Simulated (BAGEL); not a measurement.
# A workflow on singlet CH4FSi+

We compute a single-point energy (singlet CH4FSi+, HF/6-31G*), then a single-point energy (doublet CH4FSi, NEVPT2(3,3)/6-31G*), then the energy (doublet CH4FSi, CASPT2(3,3)/6-31G*) of CH4FSi. 

The results are computed with BAGEL 1.2.2.

**1. Starting point**

CH4FSi+ has 7 atoms, charge +1, and is taken as a singlet. SMILES of the parent species: `[CH2][SiH2]F`. The C1–H5 distance was set to 1.737 Å, away from the relaxed value. That shape belongs to the parent species and isn't relaxed for this state. At this shape a bond of the SMILES string is far longer than usual.

Bond lengths: C1–Si2 1.828 Å, Si2–F3 1.601 Å, C1–H4 1.085 Å, Si2–H6 1.486 Å, Si2–H7 1.486 Å. Angles: C1–Si2–F3 109.0°, C1–Si2–H6 111.6°, C1–Si2–H7 111.7°, F3–Si2–H6 107.8°, F3–Si2–H7 107.6°, Si2–C1–H4 122.6°, H6–Si2–H7 109.0°. A long bond or contact: C1–H5 1.737 Å.

**2. A single-point energy at HF/6-31G(d) (density fitting with svp-jkfit, spherical functions) (run 1)**

Input file job.json:

```json
{ "bagel": [

{
  "title": "molecule",
  "basis": "6-31gs.json",
  "df_basis": "svp-jkfit",
  "angstrom": false,
  "geometry": [
    { "atom": "C", "xyz": [ -1.34821565, -0.63615740, -0.91187600 ] },
    { "atom": "Si", "xyz": [  1.41172935, -1.46461334,  0.99353485 ] },
    { "atom": "F", "xyz": [  1.53267182, -4.47343527,  1.29211158 ] },
    { "atom": "H", "xyz": [ -2.60318277, -2.04797179, -1.71066324 ] },
    { "atom": "H", "xyz": [ -2.14672888,  2.47686403, -1.58340152 ] },
    { "atom": "H", "xyz": [  1.26300790, -0.35364335,  3.56885361 ] },
    { "atom": "H", "xyz": [  3.80298879, -0.63351179, -0.22382672 ] }
  ]
},
{
  "title": "hf",
  "charge": 1
},
{
  "title": "print",
  "file": "orbitals.molden",
  "orbitals": true
}

]}
```

The basis set 6-31G* is read from a file made from the Basis Set Exchange's data (not shown).

Run with:

```
$ BAGEL_NUM_THREADS=1 BAGEL job.json > job.out
```

The log of the run:

```text
* using 1 threads per process

  ===============================================================
  ===============================================================

  *** Geometry ***

  { "atom" : "C", "xyz" : [     -1.348216,     -0.636157,     -0.911876 ] },
  { "atom" : "Si", "xyz" : [      1.411729,     -1.464613,      0.993535 ] },
  { "atom" : "F", "xyz" : [      1.532672,     -4.473435,      1.292112 ] },
  { "atom" : "H", "xyz" : [     -2.603183,     -2.047972,     -1.710663 ] },
  { "atom" : "H", "xyz" : [     -2.146729,      2.476864,     -1.583402 ] },
  { "atom" : "H", "xyz" : [      1.263008,     -0.353643,      3.568854 ] },
  { "atom" : "H", "xyz" : [      3.802989,     -0.633512,     -0.223827 ] },

  Number of auxiliary basis functions:      352

  Since a DF basis is specified, we compute 2- and 3-index integrals:
    o Being stored without compression. Storage requirement is 0.008 GB

  Number of basis functions:       54
  Number of electrons      :       33

    * METHOD: MOLECULE                             0.13

  *** RHF ***

  === Nuclear Repulsion ===
   105.9685240298

      * DIIS with orbital gradients will be used.

  === RHF iteration (6-31gs.json) ===
      0       -427.94904942          0.02515304           0.02
      1       -428.06704072          0.01574340           0.02
      2       -428.12039395          0.00218345           0.02
      3       -428.12238754          0.00053096           0.02
      4       -428.12252460          0.00020144           0.02
      5       -428.12254818          0.00004793           0.02
      6       -428.12254968          0.00001000           0.02
      7       -428.12254974          0.00000256           0.02
      8       -428.12254975          0.00000115           0.02
      9       -428.12254975          0.00000069           0.02
     10       -428.12254975          0.00000041           0.02
     11       -428.12254975          0.00000015           0.02
     12       -428.12254975          0.00000005           0.02
     13       -428.12254975          0.00000002           0.02
     14       -428.12254975          0.00000001           0.02
    * SCF iteration converged.

    * Permanent dipole moment:
           (    1.818786,    -2.255391,     1.373753) a.u.

    * METHOD: HF                                   0.41

    * METHOD: PRINT                                0.01

  ===============================================================
```

Wall time 0.95 s (1 thread of AMD EPYC 7R43 (Zen 3), shared host); peak memory 0.14 GiB.

**3. Doublet neutral CH4FSi: the energy at NEVPT2(3,3)/6-31G(d) (density fitting with svp-jkfit, spherical functions) (run 2)**

Input file input.json:

```json
{ "bagel" : [

{
  "title" : "molecule",
  "basis" : "6-31gs.json",
  "df_basis" : "svp-jkfit",
  "geometry" : [
    { "atom" : "C", "xyz" : [ -1.34821565, -0.63615740, -0.91187600 ] },
    { "atom" : "Si", "xyz" : [  1.41172935, -1.46461334,  0.99353485 ] },
    { "atom" : "F", "xyz" : [  1.53267182, -4.47343527,  1.29211158 ] },
    { "atom" : "H", "xyz" : [ -2.60318277, -2.04797179, -1.71066324 ] },
    { "atom" : "H", "xyz" : [ -2.14672888,  2.47686403, -1.58340152 ] },
    { "atom" : "H", "xyz" : [  1.26300790, -0.35364335,  3.56885361 ] },
    { "atom" : "H", "xyz" : [  3.80298879, -0.63351179, -0.22382672 ] }
  ]
},
{ "title" : "hf", "charge" : 1 },
{ "title" : "casscf", "nstate" : 1, "nact" : 3, "nclosed" : 15, "nspin" : 1, "active" : [15, 17, 18], "maxiter" : 200, "natocc" : true },
{
  "title" : "nevpt2",
  "nstate" : 1,
  "nact" : 3,
  "nclosed" : 15,
  "nspin" : 1,
  "active" : [15, 17, 18],
  "maxiter" : 200,
  "natocc" : true,
  "ncore" : 7
},
{ "title" : "print", "file" : "orbitals.molden", "orbitals" : true }

]}
```

The basis set 6-31G* is read from a file made from the Basis Set Exchange's data (not shown).

Run with:

```
$ BAGEL_NUM_THREADS=1 BAGEL input.json > input.out
```

The log of the run:

```text
* using 1 threads per process

  ===============================================================
  ===============================================================

  *** Geometry ***

  { "atom" : "C", "xyz" : [     -1.348216,     -0.636157,     -0.911876 ] },
  { "atom" : "Si", "xyz" : [      1.411729,     -1.464613,      0.993535 ] },
  { "atom" : "F", "xyz" : [      1.532672,     -4.473435,      1.292112 ] },
  { "atom" : "H", "xyz" : [     -2.603183,     -2.047972,     -1.710663 ] },
  { "atom" : "H", "xyz" : [     -2.146729,      2.476864,     -1.583402 ] },
  { "atom" : "H", "xyz" : [      1.263008,     -0.353643,      3.568854 ] },
  { "atom" : "H", "xyz" : [      3.802989,     -0.633512,     -0.223827 ] },

  Number of auxiliary basis functions:      352

[... 21 lines left out ...]
    * SCF iteration converged.
[... 1 line left out ...]
    * Permanent dipole moment:
[... 28 lines left out ...]
    * Second-order optimization converged. *
[... 11 lines left out ...]
     * ci vector, state   0, <S^2> = 0.7500
       2a.    -0.9603774329
       .a2    -0.2430557309
       aba    -0.1113525818
       aab    -0.0556762909
       baa    -0.0556762909

    * METHOD: CASSCF                               0.76

    * freezing 7 orbitals

  === DF-NEVPT2 calculation ===

    * 3-index integral transformation done
    * assembly done

      NEVPT2 correlation energy:   -0.3353016676      0.04

          (+0)     -0.2684822960
          (+0)'    -0.0172201969
          (+1)     -0.0082379102
          (+1)'    -0.0003636233
          (+2)     -0.0003003236
          (-1)     -0.0314008025
          (-1)'    -0.0032949258
          (-2)     -0.0060015893

      NEVPT2 total energy:       -428.8317565803

    * METHOD: NEVPT2                               0.08

    * METHOD: PRINT                                0.01

  ===============================================================
```

Run time: 1.7 s. Hardware: 1 thread of AMD EPYC 7R43 (Zen 3), shared host; peak memory 0.14 GiB.

**4. Doublet neutral CH4FSi: the energy at CASPT2(3,3)/6-31G(d) (density fitting with svp-jkfit, spherical functions) (run 3)**

Input file input.json:

```json
{ "bagel": [

{
  "title": "molecule",
  "basis": "6-31gs.json",
  "df_basis": "svp-jkfit",
  "angstrom": "false",
  "geometry": [
    { "atom": "C", "xyz": [    -1.34821565,    -0.63615740,    -0.91187600 ] },
    { "atom": "Si", "xyz": [     1.41172935,    -1.46461334,     0.99353485 ] },
    { "atom": "F", "xyz": [     1.53267182,    -4.47343527,     1.29211158 ] },
    { "atom": "H", "xyz": [    -2.60318277,    -2.04797179,    -1.71066324 ] },
    { "atom": "H", "xyz": [    -2.14672888,     2.47686403,    -1.58340152 ] },
    { "atom": "H", "xyz": [     1.26300790,    -0.35364335,     3.56885361 ] },
    { "atom": "H", "xyz": [     3.80298879,    -0.63351179,    -0.22382672 ] }
  ]
},

{ "title": "hf", "charge": 1 },

{ "title": "casscf", "nstate": 1, "nact": 3, "nclosed": 15, "nspin": 1, "active": [15, 17, 18], "maxiter": 200, "natocc": "true" },

{ "title": "print", "file": "orbitals.molden", "orbitals": "true" },

{ "title": "smith", "method": "caspt2", "ms": "true", "xms": "true", "sssr": "true", "shift": 0.2, "shift_imag": "true", "ncore": 7 }

]}
```

The basis set 6-31G* is read from a file made from the Basis Set Exchange's data (not shown).

Run with:

```
$ BAGEL_NUM_THREADS=1 BAGEL input.json > input.out
```

The log of the run:

```text
* using 1 threads per process

  ===============================================================
  ===============================================================

  *** Geometry ***

  { "atom" : "C", "xyz" : [     -1.348216,     -0.636157,     -0.911876 ] },
  { "atom" : "Si", "xyz" : [      1.411729,     -1.464613,      0.993535 ] },
  { "atom" : "F", "xyz" : [      1.532672,     -4.473435,      1.292112 ] },
  { "atom" : "H", "xyz" : [     -2.603183,     -2.047972,     -1.710663 ] },
  { "atom" : "H", "xyz" : [     -2.146729,      2.476864,     -1.583402 ] },
  { "atom" : "H", "xyz" : [      1.263008,     -0.353643,      3.568854 ] },
  { "atom" : "H", "xyz" : [      3.802989,     -0.633512,     -0.223827 ] },

  Number of auxiliary basis functions:      352

[... 21 lines left out ...]
    * SCF iteration converged.
[... 1 line left out ...]
    * Permanent dipole moment:
[... 28 lines left out ...]
    * Second-order optimization converged. *
[... 11 lines left out ...]
     * ci vector, state   0, <S^2> = 0.7500
[... 19 lines left out ...]
    * Zeroth order energy : state  0       -0.9355326128
[... 4 lines left out ...]
       #      aibj      arbs      arbi      airj      risj      airs      arst      rist         Etot      error   time
[... 2 lines left out ...]
       0  -0.26799  -0.00755  -0.03382  -0.00911  -0.00044  -0.01650  -0.00348  -0.00044   -0.3393215  0.0015058   0.02
       1  -0.26805  -0.00759  -0.03390  -0.00916  -0.00046  -0.01667  -0.00353  -0.00045   -0.3398153  0.0002113   0.02
       2  -0.26806  -0.00759  -0.03390  -0.00916  -0.00046  -0.01667  -0.00353  -0.00045   -0.3398269  0.0000355   0.02
       3  -0.26806  -0.00759  -0.03390  -0.00916  -0.00046  -0.01668  -0.00353  -0.00045   -0.3398272  0.0000058   0.02
       4  -0.26806  -0.00759  -0.03390  -0.00916  -0.00046  -0.01668  -0.00353  -0.00045   -0.3398272  0.0000008   0.02

      ------------------------------------------------------------------------------------------------------------------

    * CASPT2 energy : state  0     -428.8379165102
        w/o shift correction       -428.8362821295
        reference weight              0.9044608678

    * METHOD: SMITH                                0.16

  ===============================================================
```

Wall time 1.7 s (1 thread of AMD EPYC 7R43 (Zen 3), shared host); peak memory 0.14 GiB.

**5. Summary of results**

| quantity | value |
| --- | --- |
| run 1, HF/6-31G*: total energy | -428.12255 Eh |
| run 1, HF/6-31G*: HOMO energy | -18.67 eV |
| run 1, HF/6-31G*: LUMO energy | -7.21 eV |
| run 1, HF/6-31G*: HOMO–LUMO gap | 11.46 eV |
| doublet neutral CH4FSi, run 2: total energy | -428.83176 Eh |
| doublet neutral CH4FSi, run 3: total energy | -428.83792 Eh |
